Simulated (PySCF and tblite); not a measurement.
Dynamics report: rotation

System: C₄H₇NS, numbered as in [CH3:1][NH:2]/[CH:3]=[CH:4]/[CH:5]=[S:6].

Motion: rotation about the C4–C5 bond (torsion C3–C4–C5–S6 from 0° to 180°, rising). Geometries: GFN2-xTB; energies: PBE0/pcSseg-1 + D3(BJ); zero-point and thermal terms from GFN2-xTB harmonic modes (soft modes blended into free rotors). Rate constants are transition-state-theory values, counting equivalent paths, without tunnelling. Shieldings: GIAO at the same DFT level; methyl-like tops are averaged, other torsions stay as in the two minima; line shapes leave out couplings. Programs: tblite and PySCF.

```csv
point,symmetry,E(GFN2) kcal/mol,E(DFT) kcal/mol,ZPE change kcal/mol,lowest mode cm⁻¹,dipole D
start,Cs,0.0,0.0,0.00,57,6.89
saddle,C1,16.5,18.6,-0.94,376i,4.13
end,Cs,0.4,-0.5,-0.15,26,7.93
```

```json
{
  "Electronic barrier": "18.6 kcal/mol",
  "Barrier with zero-point energy": "17.6 kcal/mol",
  "ΔH‡ (298 K)": "17.4 kcal/mol",
  "ΔS‡ (298 K, symmetry apart)": "-2.0 cal/(mol K)",
  "Paths": "2 equivalent paths",
  "End point": "a different minimum",
  "Mean lifetime of the start against this motion at 298 K": "1.1 s",
  "Cost": "49 s on 1 thread of AMD EPYC 7B13, shared host (rough), peak memory 0.72 GiB, launched as `OMP_NUM_THREADS=1 python ens_run.py task.json out`"
}
```

| T/K | ΔG‡ kcal/mol | k s⁻¹ | ΔG kcal/mol | k back s⁻¹ |
| --- | --- | --- | --- | --- |
| 150 | 17.8 | 8.2×10⁻¹⁴ | -0.6 | 9.6×10⁻¹⁵ |
| 200 | 17.8 | 2.8×10⁻⁷ | -0.7 | 5.4×10⁻⁸ |
| 250 | 17.9 | 0.0024 | -0.7 | 0.00063 |
| 298 | 17.9 | 0.87 | -0.7 | 0.27 |
| 350 | 18.0 | 81 | -0.7 | 29 |
| 400 | 18.1 | 2140 | -0.7 | 850 |
| 500 | 18.3 | 2.1×10⁵ | -0.8 | 9.8×10⁴ |

ΔG and ΔG‡ leave out symmetry numbers and mirror images; rates count paths: 2 out, 2 back.

Sites that the motion interchanges:

```json
{"nucleus": "¹³C", "site": "C4 (start)", "ppm": "114.7", "scale": "δ against TMS"}
{"nucleus": "¹³C", "site": "C4 (end)", "ppm": "125.2", "scale": "δ against TMS"}
{"nucleus": "¹H", "site": "H on C3 (start)", "ppm": "8.29", "scale": "δ against TMS"}
{"nucleus": "¹H", "site": "H on C3 (end)", "ppm": "6.42", "scale": "δ against TMS"}
{"nucleus": "¹⁵N", "site": "N2 (start)", "ppm": "115.5", "scale": "δ against NH3"}
{"nucleus": "¹⁵N", "site": "N2 (end)", "ppm": "100.9", "scale": "δ against NH3"}
{"nucleus": "¹³C", "site": "C3 (start)", "ppm": "153.3", "scale": "δ against TMS"}
{"nucleus": "¹³C", "site": "C3 (end)", "ppm": "157.4", "scale": "δ against TMS"}
```

```csv
nucleus,sites,¹H MHz,spread Hz,coalescence K,k there s⁻¹
¹³C,C4 (start) / C4 (end),200,531,388,1080
¹³C,C4 (start) / C4 (end),250,663,392,1350
¹³C,C4 (start) / C4 (end),900,2388,415,4850
¹H,H on C3 (start) / H on C3 (end),200,374,383,758
¹H,H on C3 (start) / H on C3 (end),250,467,386,948
¹H,H on C3 (start) / H on C3 (end),900,1683,408,3430
¹⁵N,N2 (start) / N2 (end),200,295,379,600
¹⁵N,N2 (start) / N2 (end),250,368,382,749
¹⁵N,N2 (start) / N2 (end),900,1326,404,2700
¹³C,C3 (start) / C3 (end),200,204,373,415
¹³C,C3 (start) / C3 (end),250,255,377,518
¹³C,C3 (start) / C3 (end),900,919,398,1870
```

Unscaled ¹⁵N shifts at such levels can be off by tens of ppm; differences are more reliable.


¹⁵N shifts are against a computed isolated NH3 molecule, about 20 ppm from the liquid.